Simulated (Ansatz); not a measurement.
A nudged elastic band was laid between two geometries of C4H7NO (13 atoms, charge 0, multiplicity 1).

Method: Ansatz, RKS B3LYP-D4/6-31G.

```
movable images  : 5
climbing image  : yes
spring          : 5.0 eV/Å²
optimiser       : quadratic models (default)
start path      : IDPP
force threshold : 0.5 eV/Å
iteration limit : 60
end points      : relaxed
```

Image 0:

```xyz
13
Properties=species:S:1:pos:R:3
C -0.300 -1.532 1.770
C 0.635 -0.639 1.422
C 0.572 0.211 0.227
N 1.513 1.045 -0.033
O -0.589 -0.018 -0.519
C -0.788 0.761 -1.730
H -0.196 -2.133 2.668
H -1.189 -1.684 1.169
H 1.529 -0.480 2.016
H 1.405 1.607 -0.882
H -1.742 0.423 -2.132
H -0.838 1.833 -1.506
H 0.009 0.572 -2.457
```

Image 6:

```xyz
13
Properties=species:S:1:pos:R:3
C -0.212 -1.469 1.741
C 0.657 -0.543 1.316
C 0.481 0.259 0.093
N 1.277 1.154 -0.378
O -0.688 -0.035 -0.571
C -0.952 0.709 -1.802
H -0.036 -2.035 2.650
H -1.120 -1.679 1.187
H 1.566 -0.336 1.875
H 2.119 1.300 0.186
H -1.914 0.336 -2.150
H -0.992 1.782 -1.597
H -0.164 0.523 -2.535
```

Problem. Which bonds break or form, and what moves?

Solution. No bond is made or broken. The dihedral O5–C3–N4–H10 changes from 0 to -180° by way of a nearly straight angle C3–N4–H10 (up to 177°), not by a turn about the bond.

Problem. What energy profile does the band end with?

Solution. The run converged. The highest image is number 3 of 0 to 6, 0.74 eV above the first end and 0.82 eV above the last; the last end lies 0.08 eV below the first. The threshold of 0.5 eV/Å is loose, so the images may lie well off the minimum-energy path. Another band between the same ends (5 images) ends at a top of the same energy, where a vibrational analysis finds 1 clearly imaginary mode. Limits of this set-up: no polarisation functions.

| image | path coordinate (Å) | energy (eV) | angle C3–N4–H10 (°) |
| --- | --- | --- | --- |
| 0 | 0.00 | 0.00 | 117 |
| 1 | 0.32 | 0.09 | 127 |
| 2 | 0.63 | 0.47 | 150 |
| 3 | 0.95 | 0.74 | 177 |
| 4 | 1.26 | 0.36 | 145 |
| 5 | 1.57 | 0.01 | 124 |
| 6 | 1.88 | -0.08 | 114 |

Problem. What is the geometry of the highest image?

Solution. 
```xyz
13
Properties=species:S:1:pos:R:3
C -0.217 -1.506 1.796
C 0.660 -0.586 1.373
C 0.513 0.234 0.148
N 1.326 1.090 -0.254
O -0.683 -0.074 -0.519
C -0.941 0.671 -1.743
H -0.046 -2.073 2.706
H -1.126 -1.710 1.244
H 1.572 -0.374 1.920
H 2.000 1.753 -0.534
H -1.900 0.306 -2.107
H -0.987 1.744 -1.537
H -0.151 0.489 -2.478
```

The band took 3 iterations and of the order of 90 core-seconds.

The run took 86 s on 1 thread of Arm Neoverse V1 (shared host), peak memory 0.16 GiB.
